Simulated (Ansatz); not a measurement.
**[H···H···Br], doublet: transfer scan**

Starting geometry:

```xyz
3

H     0.0000    0.0000   -1.2080
H     0.0000    0.0000   -0.4630
Br    0.0000    0.0000    1.6710
```

From there H2 is moved from one fragment to the other while all else, the fragments' distance too, stays fixed, so the hump isn't the reaction's barrier; atoms are numbered as listed. Energies are in eV, counted from the starting geometry at the same level.

Basis cc-pVTZ; Ansatz 0.2.0. Only valence electrons are correlated (noble-gas cores and the filled d shells of p-block atoms frozen). Prefix R: restricted or restricted open-shell reference; prefix U: unrestricted. No spin–orbit coupling is included, and no scalar relativity.

Full CI isn't at hand for all of this; UCCSDT(Q) serves as the reference, and is uncertain by about the last step of the cluster series. The frozen core follows each run's orbitals, which can shift R against U totals by a few meV for light atoms and by up to 0.1 eV past Ca.

```json
{"distance H1-H2 (Å)": "0.693", "UCCSDT(Q)": "0.040", "curve A": "0.040", "curve B": "0.036", "curve C": "-0.001", "curve D": "0.004"}
{"distance H1-H2 (Å)": "0.745", "UCCSDT(Q)": "0.000", "curve A": "0.000", "curve B": "0.000", "curve C": "0.000", "curve D": "0.000"}
{"distance H1-H2 (Å)": "0.831", "UCCSDT(Q)": "0.119", "curve A": "0.119", "curve B": "0.127", "curve C": "0.205", "curve D": "0.189"}
{"distance H1-H2 (Å)": "0.918", "UCCSDT(Q)": "0.358", "curve A": "0.359", "curve B": "0.378", "curve C": "0.566", "curve D": "0.506"}
{"distance H1-H2 (Å)": "1.004", "UCCSDT(Q)": "0.610", "curve A": "0.613", "curve B": "0.648", "curve C": "0.980", "curve D": "0.822"}
{"distance H1-H2 (Å)": "1.090", "UCCSDT(Q)": "0.797", "curve A": "0.800", "curve B": "0.855", "curve C": "1.334", "curve D": "1.035"}
{"distance H1-H2 (Å)": "1.176", "UCCSDT(Q)": "0.867", "curve A": "0.872", "curve B": "0.941", "curve C": "1.265", "curve D": "1.092"}
{"distance H1-H2 (Å)": "1.263", "UCCSDT(Q)": "0.829", "curve A": "0.833", "curve B": "0.893", "curve C": "1.022", "curve D": "1.006"}
{"distance H1-H2 (Å)": "1.349", "UCCSDT(Q)": "0.741", "curve A": "0.745", "curve B": "0.794", "curve C": "0.785", "curve D": "0.855"}
```

Question: The curves come from RCCSD, RHF, UCCSDT, UHF. Compare each with UCCSDT(Q) and say which is which.

Answer: A: UCCSDT, B: RCCSD, C: RHF, D: UHF. Spread of the error against UCCSDT(Q), over the points where both stand: A 0.005, B 0.077, C 0.577, D 0.275 eV.
